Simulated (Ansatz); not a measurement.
# triplet AlN: levels of theory in one basis

| atom | x (Å) | y (Å) | z (Å) |
| --- | --- | --- | --- |
| Al | 0.0000 | 0.0000 | 0.0000 |
| N | 0.0000 | 0.0000 | 1.7860 |

Basis set: def2-SVP (spherical functions). Left uncorrelated: 6 orbitals. Correlation on ROHF uses semicanonical orbitals with singles. Charge 0, multiplicity 3.

Computed with Ansatz (development build ahead of 0.2.0); each method stands on the lowest determinant of its kind that the runs found.

| method | E − E(ROHF) (eV) | <S²> of the determinant |
| --- | --- | --- |
| ROHF | 0.00 | – |
| UHF | -0.14 | 2.11 |
| ROHF-MP2 | -3.79 | – |
| UHF-MP2 | -3.74 | 2.11 |
| ROHF-CCSD(T) | -4.67 | – |
| UHF-CCSD(T) | -4.70 | 2.11 |

(1) Is a single determinant a sound starting point here?

Answers

(1) Only with care. Unrestricted orbitals gain 0.14 eV and <S²> is 2.11 against 2.00 for a pure state, a contamination that matters most for the unrestricted series.

Caution: the determinant may break the point group. Caution for UHF, UHF-MP2, UHF-CCSD(T): the unrestricted determinant is spin contaminated. Caution for ROHF-CCSD(T), UHF-CCSD(T): another reference gives a lower total.
